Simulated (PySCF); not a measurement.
Oxetane, C3H6O.
SMILES with atom numbers: `[CH2:1]1[CH2:2][O:3][CH2:4]1` (hydrogens: H5, H6 on C1; H7, H8 on C2; H9, H10 on C4)

The same species was optimised twice, with GFN2-xTB and with PBE0-D3(BJ)/def2-SVP (PySCF), and the same property calculations (PySCF, gas phase) were run on both structures.

```json
{"coordinate": "C2–H8 (Å)", "GFN2-xTB": "1.094", "PBE0-D3(BJ)/def2-SVP": "1.106", "change": "+0.012"}
{"coordinate": "C4–H9 (Å)", "GFN2-xTB": "1.094", "PBE0-D3(BJ)/def2-SVP": "1.106", "change": "+0.012"}
{"coordinate": "C1–H6 (Å)", "GFN2-xTB": "1.086", "PBE0-D3(BJ)/def2-SVP": "1.099", "change": "+0.013"}
{"coordinate": "C1–H5 (Å)", "GFN2-xTB": "1.086", "PBE0-D3(BJ)/def2-SVP": "1.098", "change": "+0.012"}
{"coordinate": "C4–H10 (Å)", "GFN2-xTB": "1.094", "PBE0-D3(BJ)/def2-SVP": "1.104", "change": "+0.010"}
{"coordinate": "C2–H7 (Å)", "GFN2-xTB": "1.094", "PBE0-D3(BJ)/def2-SVP": "1.104", "change": "+0.010"}
{"coordinate": "C2–O3 (Å)", "GFN2-xTB": "1.430", "PBE0-D3(BJ)/def2-SVP": "1.425", "change": "-0.005"}
{"coordinate": "O3–C4 (Å)", "GFN2-xTB": "1.430", "PBE0-D3(BJ)/def2-SVP": "1.425", "change": "-0.005"}
{"coordinate": "C1–C4 (Å)", "GFN2-xTB": "1.531", "PBE0-D3(BJ)/def2-SVP": "1.533", "change": "+0.002"}
{"coordinate": "C1–C2 (Å)", "GFN2-xTB": "1.531", "PBE0-D3(BJ)/def2-SVP": "1.533", "change": "+0.002"}
{"coordinate": "H7–C2–H8 (°)", "GFN2-xTB": "109.4", "PBE0-D3(BJ)/def2-SVP": "108.2", "change": "-1.2"}
{"coordinate": "C4–C1–H5 (°)", "GFN2-xTB": "115.1", "PBE0-D3(BJ)/def2-SVP": "116.3", "change": "+1.2"}
{"coordinate": "H9–C4–H10 (°)", "GFN2-xTB": "109.4", "PBE0-D3(BJ)/def2-SVP": "108.2", "change": "-1.2"}
{"coordinate": "C2–C1–H5 (°)", "GFN2-xTB": "115.2", "PBE0-D3(BJ)/def2-SVP": "116.3", "change": "+1.1"}
{"coordinate": "C2–C1–C4 (°)", "GFN2-xTB": "84.7", "PBE0-D3(BJ)/def2-SVP": "83.8", "change": "-0.9"}
{"coordinate": "C1–C4–H9 (°)", "GFN2-xTB": "115.8", "PBE0-D3(BJ)/def2-SVP": "115.0", "change": "-0.8"}
{"coordinate": "O3–C4–H10 (°)", "GFN2-xTB": "111.7", "PBE0-D3(BJ)/def2-SVP": "112.4", "change": "+0.7"}
{"coordinate": "C1–C2–H8 (°)", "GFN2-xTB": "115.7", "PBE0-D3(BJ)/def2-SVP": "115.0", "change": "-0.7"}
```

Rotational constants: A = 12198, B = 12010, C = 6839 MHz (GFN2-xTB) against A = 12239, B = 11899, C = 6831 MHz (PBE0-D3(BJ)/def2-SVP). Atoms that the bonding makes alike are paired by their places after alignment.

On the GFN2-xTB structure: HOMO (eV) -7.05 [PBE0/pcSseg-1]; LUMO (eV) 1.50 [PBE0/pcSseg-1]; dipole (D) 2.05 [PBE0/pcSseg-1]; GIAO shielding of C1 (ppm) 163.7 [PBE0/pcSseg-1]; GIAO shielding of C2/C4 (mean) (ppm) 113.3 [PBE0/pcSseg-1]; GIAO shielding of O3 (ppm) 319.7 [PBE0/pcSseg-1].

Question: What do these properties become on the PBE0-D3(BJ)/def2-SVP structure?

Answer: 
```json
{"property": "HOMO (eV)", "level": "PBE0/pcSseg-1", "on GFN2-xTB": "-7.05", "on PBE0-D3(BJ)/def2-SVP": "-7.07", "change": "-0.02"}
{"property": "LUMO (eV)", "level": "PBE0/pcSseg-1", "on GFN2-xTB": "1.50", "on PBE0-D3(BJ)/def2-SVP": "1.48", "change": "-0.02"}
{"property": "dipole (D)", "level": "PBE0/pcSseg-1", "on GFN2-xTB": "2.05", "on PBE0-D3(BJ)/def2-SVP": "2.02", "change": "-0.03"}
{"property": "energy, GFN2-xTB geometry as zero (kcal/mol)", "level": "PBE0/pcSseg-1", "on GFN2-xTB": "0.0", "on PBE0-D3(BJ)/def2-SVP": "0.0", "change": "0.0"}
{"property": "GIAO shielding of C1 (ppm)", "level": "PBE0/pcSseg-1", "on GFN2-xTB": "163.7", "on PBE0-D3(BJ)/def2-SVP": "161.4", "change": "-2.3"}
{"property": "GIAO shielding of C2/C4 (mean) (ppm)", "level": "PBE0/pcSseg-1", "on GFN2-xTB": "113.3", "on PBE0-D3(BJ)/def2-SVP": "111.9", "change": "-1.4"}
{"property": "GIAO shielding of O3 (ppm)", "level": "PBE0/pcSseg-1", "on GFN2-xTB": "319.7", "on PBE0-D3(BJ)/def2-SVP": "317.3", "change": "-2.4"}
```

The heavy atoms differ by 0.027 Å rms after alignment. Among all bonds C1–H5, C1–H6, C2–H8 and C4–H9 change most and about equally (+0.012 to +0.013 Å). Changes are differences of the printed values. Neither structure is proved a minimum here.
